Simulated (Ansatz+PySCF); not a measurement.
The numbers below are computed, except where a source is named.
Input for Ansatz (development build ahead of 0.2.0):

```yaml
crystal:
  periodic: [false, false, false]
  atoms:
    - { symbol: Cl, position_ang: [0.0, 0.0, 0.0] }
    - { symbol: H, position_ang: [1.16051, 0.0, 0.67002] }
    - { symbol: H, position_ang: [-1.16051, 0.0, 0.67002] }
basis:
  gaussian: { orbitals: "6-31G" }
magnetization:
  initial_magnetization: 1
hamiltonian:
  xc: hf
correlation:
  method: fci
  frozen_orbitals: { Cl: 5, H: 0 }
```

The input is written out in the form of the current development build from the run's settings.

Output:

- Converged: yes
- Total energy: -460.49034 hartree
- State: lowest doublet root, of any spatial symmetry
